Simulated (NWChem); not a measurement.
Program: NWChem. System: F, charge 0, spin multiplicity 2. Its SCF solution wasn't tested for a lower state. Level: UHF/cc-pVTZ.

The NWChem input:

```
start mol
memory heap 200 mb stack 900 mb global 1100 mb
geometry units angstroms nocenter noautoz
  F      0.000000     0.000000     0.000000
  symmetry group D2h
end
basis spherical
  * library cc-pvtz
end
scf
  uhf
  nopen 1
  maxiter 100
  thresh 1e-7
  semidirect memsize 60000000 filesize 0
  # guess.movecs holds the orbitals of an unrestricted PBE0 run
  vectors input guess.movecs output mol.movecs
end
task scf energy
```

Part of the output:

```
             Northwest Computational Chemistry Package (NWChem) 7.3.0
             --------------------------------------------------------

                                NWChem Input Module
                                -------------------

 Scaling coordinates for geometry "geometry" by  1.889725989
 (inverse scale =  0.529177249)

                             Geometry "geometry" -> ""
                             -------------------------

 Output coordinates in angstroms (scale by  1.889725989 to convert to a.u.)

  No.       Tag          Charge          X              Y              Z
 ---- ---------------- ---------- -------------- -------------- --------------
    1 F                    9.0000     0.00000000     0.00000000     0.00000000

 Effective nuclear repulsion energy (a.u.)       0.0000000000

            Nuclear Dipole moment (a.u.)
            ----------------------------
        X                 Y               Z
 ---------------- ---------------- ----------------
     0.0000000000     0.0000000000     0.0000000000

      Symmetry information
      --------------------

 Group name             D2h
 Group number             26
 Group order               8
 No. of unique centers     1

      Symmetry unique atoms

     1


 Summary of "ao basis" -> "" (spherical)
 ------------------------------------------------------------------------------
       Tag                 Description            Shells   Functions and Types
 ---------------- ------------------------------  ------  ---------------------
 *                          cc-pvtz                   on all atoms

 Summary of "ao basis" -> "ao basis" (spherical)
 ------------------------------------------------------------------------------
       Tag                 Description            Shells   Functions and Types
 ---------------- ------------------------------  ------  ---------------------
 F                          cc-pvtz                 10       30   4s3p2d1f

                                 NWChem SCF Module
                                 -----------------

  ao basis        = "ao basis"
  functions       =    30
  atoms           =     1
  alpha electrons =     5
  beta  electrons =     4
  charge          =   0.00
  wavefunction    = UHF
  use symmetry    = T
  symmetry adapt  = T

 Summary of "ao basis" -> "ao basis" (spherical)
 ------------------------------------------------------------------------------
       Tag                 Description            Shells   Functions and Types
 ---------------- ------------------------------  ------  ---------------------
 F                          cc-pvtz                 10       30   4s3p2d1f

      Symmetry analysis of basis
      --------------------------

        ag          8
        au          1
        b1g         2
        b1u         5
        b2g         2
        b2u         5
        b3g         2
        b3u         5

 Forming initial guess at       0.0s

   Symmetry analysis of molecular orbitals - initial alpha
   -------------------------------------------------------

  Numbering of irreducible representations:

     1 ag          2 au          3 b1g         4 b1u         5 b2g
     6 b2u         7 b3g         8 b3u

  Orbital symmetries:

     1 ag          2 ag          3 b1u         4 b2u         5 b3u
     6 b1u         7 b3u         8 b2u         9 ag         10 ag
    11 b2g        12 b3g        13 b1g        14 ag         15 b1u

   Symmetry analysis of molecular orbitals - initial beta
   ------------------------------------------------------

  Numbering of irreducible representations:

     1 ag          2 au          3 b1g         4 b1u         5 b2g
     6 b2u         7 b3g         8 b3u

  Orbital symmetries:

     1 ag          2 ag          3 b2u         4 b3u         5 b1u
     6 b2u         7 b3u         8 b1u         9 ag         10 ag
    11 b1g        12 b3g        13 b2g        14 ag         15 b2u

 Starting SCF solution at       0.0s

 ----------------------------------------------
         Quadratically convergent UHF

 Convergence threshold     :          1.000E-07
 Maximum no. of iterations :          100
 Integral*density screening:          1.000E-09
 ----------------------------------------------

              iter       energy          gnorm     gmax       time
             ----- ------------------- --------- --------- --------
                 1      -99.4022797491  3.25D-01  1.44D-01      0.0
                 2      -99.4054522169  3.29D-02  1.68D-02      0.0
                 3      -99.4055248124  6.43D-04  2.64D-04      0.1
                 4      -99.4055248597  1.55D-07  7.07D-08      0.1
                 5      -99.4055248597  2.15D-09  7.04D-10      0.1

       Final UHF  results
       ------------------

         Total SCF energy =    -99.405524859664
      One electron energy =   -139.262658839075
      Two electron energy =     39.857133979411
 Nuclear repulsion energy =      0.000000000000

                       Sz =      0.5000
                 Sz(Sz+1) =      0.7500
                      S^2 =      0.7534

        Time for solution =      0.0s

       Symmetry analysis of molecular orbitals - alpha
       -----------------------------------------------

  Numbering of irreducible representations:

     1 ag          2 au          3 b1g         4 b1u         5 b2g
     6 b2u         7 b3g         8 b3u

  Orbital symmetries:

     1 ag          2 ag          3 b1u         4 b3u         5 b2u
     6 b1u         7 b3u         8 b2u         9 ag         10 ag
    11 b3g        12 b2g        13 ag         14 b1g        15 b1u

       Symmetry analysis of molecular orbitals - beta
       ----------------------------------------------

  Numbering of irreducible representations:

     1 ag          2 au          3 b1g         4 b1u         5 b2g
     6 b2u         7 b3g         8 b3u

  Orbital symmetries:

     1 ag          2 ag          3 b3u         4 b2u         5 b1u
     6 b3u         7 b2u         8 b1u         9 ag         10 ag
    11 b1g        12 b3g        13 b2g        14 ag         15 b3u

          Final alpha eigenvalues
          -----------------------

              1
    1  -26.4031
    2   -1.6688
    3   -0.8398
    4   -0.7269
    5   -0.7269
    6    0.8541
    7    0.9035
    8    0.9035
    9    1.1327
   10    2.1511
   11    2.1686
   12    2.1686
   13    2.2246
   14    2.2246
   15    4.9111

          Final beta eigenvalues
          ----------------------

              1
    1  -26.3555
    2   -1.4746
    3   -0.6764
    4   -0.6764
    5    0.0690
    6    0.9195
    7    0.9195
    8    1.0246
    9    1.1784
   10    2.2313
   11    2.2313
   12    2.2627
   13    2.2627
   14    2.2748
   15    5.0253

                    UHF Final Alpha Molecular Orbital Analysis
                    ------------------------------------------

 Vector    3  Occ=1.000000D+00  E=-8.397575D-01  Symmetry=b1u
              MO Center= -1.1D-20,  1.0D-20, -8.4D-19, r^2= 4.0D-01
   Bfn.  Coefficient  Atom+Function         Bfn.  Coefficient  Atom+Function
  ----- ------------  ---------------      ----- ------------  ---------------
    10      0.506857  1 F  pz                 7      0.407855  1 F  pz
    13      0.298056  1 F  pz

 Vector    4  Occ=1.000000D+00  E=-7.269314D-01  Symmetry=b3u
              MO Center= -1.1D-17, -1.3D-18, -1.4D-31, r^2= 4.2D-01
   Bfn.  Coefficient  Atom+Function         Bfn.  Coefficient  Atom+Function
  ----- ------------  ---------------      ----- ------------  ---------------
     8      0.488290  1 F  px                 5      0.399293  1 F  px
    11      0.331676  1 F  px

 Vector    5  Occ=1.000000D+00  E=-7.269314D-01  Symmetry=b2u
              MO Center= -4.3D-19, -1.1D-17,  4.1D-32, r^2= 4.2D-01
   Bfn.  Coefficient  Atom+Function         Bfn.  Coefficient  Atom+Function
  ----- ------------  ---------------      ----- ------------  ---------------
     9      0.488290  1 F  py                 6      0.399293  1 F  py
    12      0.331676  1 F  py

 Vector    6  Occ=0.000000D+00  E= 8.541086D-01  Symmetry=b1u
              MO Center=  1.9D-36, -1.3D-36, -2.7D-34, r^2= 1.5D+00
   Bfn.  Coefficient  Atom+Function         Bfn.  Coefficient  Atom+Function
  ----- ------------  ---------------      ----- ------------  ---------------
    13      1.199785  1 F  pz                10     -0.697817  1 F  pz
     7     -0.243834  1 F  pz

 Vector    7  Occ=0.000000D+00  E= 9.035088D-01  Symmetry=b3u
              MO Center=  9.3D-21, -6.4D-22,  3.0D-33, r^2= 1.4D+00
   Bfn.  Coefficient  Atom+Function         Bfn.  Coefficient  Atom+Function
  ----- ------------  ---------------      ----- ------------  ---------------
    11      1.193512  1 F  px                 8     -0.718910  1 F  px
     5     -0.249591  1 F  px

 Vector    8  Occ=0.000000D+00  E= 9.035088D-01  Symmetry=b2u
              MO Center=  6.2D-19,  8.7D-17, -5.4D-32, r^2= 1.4D+00
   Bfn.  Coefficient  Atom+Function         Bfn.  Coefficient  Atom+Function
  ----- ------------  ---------------      ----- ------------  ---------------
    12      1.193512  1 F  py                 9     -0.718910  1 F  py
     6     -0.249591  1 F  py

                     UHF Final Beta Molecular Orbital Analysis
                     -----------------------------------------

 Vector    2  Occ=1.000000D+00  E=-1.474648D+00  Symmetry=ag
              MO Center=  2.7D-36,  2.8D-36,  9.8D-37, r^2= 3.5D-01
   Bfn.  Coefficient  Atom+Function         Bfn.  Coefficient  Atom+Function
  ----- ------------  ---------------      ----- ------------  ---------------
     2      0.572315  1 F  s                  4      0.387174  1 F  s
     3      0.167024  1 F  s

 Vector    3  Occ=1.000000D+00  E=-6.763533D-01  Symmetry=b3u
              MO Center= -7.6D-20,  1.6D-20, -3.7D-35, r^2= 4.4D-01
   Bfn.  Coefficient  Atom+Function         Bfn.  Coefficient  Atom+Function
  ----- ------------  ---------------      ----- ------------  ---------------
     8      0.477267  1 F  px                 5      0.391333  1 F  px
    11      0.354043  1 F  px

 Vector    4  Occ=1.000000D+00  E=-6.763533D-01  Symmetry=b2u
              MO Center= -8.7D-36, -6.3D-23,  9.3D-42, r^2= 4.4D-01
   Bfn.  Coefficient  Atom+Function         Bfn.  Coefficient  Atom+Function
  ----- ------------  ---------------      ----- ------------  ---------------
     9      0.477267  1 F  py                 6      0.391333  1 F  py
    12      0.354043  1 F  py

 Vector    5  Occ=0.000000D+00  E= 6.899131D-02  Symmetry=b1u
              MO Center=  4.1D-18, -3.8D-18,  5.3D-19, r^2= 6.8D-01
   Bfn.  Coefficient  Atom+Function         Bfn.  Coefficient  Atom+Function
  ----- ------------  ---------------      ----- ------------  ---------------
    13      0.574131  1 F  pz                10      0.347682  1 F  pz
     7      0.309132  1 F  pz

 Vector    6  Occ=0.000000D+00  E= 9.195155D-01  Symmetry=b3u
              MO Center=  4.7D-19, -1.7D-19,  1.8D-32, r^2= 1.4D+00
   Bfn.  Coefficient  Atom+Function         Bfn.  Coefficient  Atom+Function
  ----- ------------  ---------------      ----- ------------  ---------------
    11      1.188345  1 F  px                 8     -0.732694  1 F  px
     5     -0.253926  1 F  px

 Vector    7  Occ=0.000000D+00  E= 9.195155D-01  Symmetry=b2u
              MO Center= -3.1D-19,  4.7D-19,  4.7D-33, r^2= 1.4D+00
   Bfn.  Coefficient  Atom+Function         Bfn.  Coefficient  Atom+Function
  ----- ------------  ---------------      ----- ------------  ---------------
    12      1.188345  1 F  py                 9     -0.732694  1 F  py
     6     -0.253926  1 F  py

 center of mass
 --------------
 x =   0.00000000 y =   0.00000000 z =   0.00000000

 moments of inertia (a.u.)
 ------------------
           0.000000000000           0.000000000000           0.000000000000
           0.000000000000           0.000000000000           0.000000000000
           0.000000000000           0.000000000000           0.000000000000

  Mulliken analysis of the total density
  --------------------------------------

    Atom       Charge   Shell Charges
 -----------   ------   -------------------------------------------------------
    1 F    9     9.00   1.95  1.11  0.28  0.66  1.50  2.29  1.21  0.00  0.00  0.00

  Mulliken analysis of the alpha density
  --------------------------------------

    Atom       Charge   Shell Charges
 -----------   ------   -------------------------------------------------------
    1 F    9     5.00   0.97  0.57  0.14  0.31  0.92  1.39  0.69  0.00  0.00  0.00

   Mulliken analysis of the beta density
   -------------------------------------

    Atom       Charge   Shell Charges
 -----------   ------   -------------------------------------------------------
    1 F    9     4.00   0.98  0.54  0.13  0.35  0.58  0.89  0.52  0.00  0.00  0.00

   Mulliken analysis of the spin density
   -------------------------------------

    Atom       Charge   Shell Charges
 -----------   ------   -------------------------------------------------------
    1 F    9     1.00  -0.00  0.03  0.01 -0.03  0.33  0.50  0.17 -0.00 -0.00  0.00

       Multipole analysis of the density wrt the origin
       ------------------------------------------------

     L   x y z        total         alpha         beta         nuclear
     -   - - -        -----         -----         ----         -------
     0   0 0 0     -0.000000     -5.000000     -4.000000      9.000000

     1   1 0 0      0.000000      0.000000      0.000000      0.000000
     1   0 1 0      0.000000      0.000000     -0.000000      0.000000
     1   0 0 1      0.000000      0.000000      0.000000      0.000000

     2   2 0 0     -3.596864     -1.892024     -1.704840      0.000000
     2   1 1 0     -0.000000     -0.000000     -0.000000      0.000000
     2   1 0 1     -0.000000     -0.000000     -0.000000      0.000000
     2   0 2 0     -3.596864     -1.892024     -1.704840      0.000000
     2   0 1 1      0.000000      0.000000      0.000000      0.000000
     2   0 0 2     -2.932541     -1.892442     -1.040098      0.000000

 Task  times  cpu:        0.1s     wall:        0.1s

 Total times  cpu:        0.1s     wall:        0.1s
```
